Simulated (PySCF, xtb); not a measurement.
NO₂, SMILES [O]N=O, multiplicity 2.

Harmonic wavenumbers (cm⁻¹) from GFN2-xTB in xtb at its own minimum, in rising order: 651, 1428, 1931.

Problem. What does ωB97X-D3(BJ)/def2-TZVP (PySCF 2.14.0) give at its own minimum? (An estimate is asked for; the answer gives what the named calculation found.)

Solution. 779, 1448, 1764. Paired by order, the mean absolute difference is 105 cm⁻¹ and the zero-point energies are 5.7 and 5.7 kcal/mol.
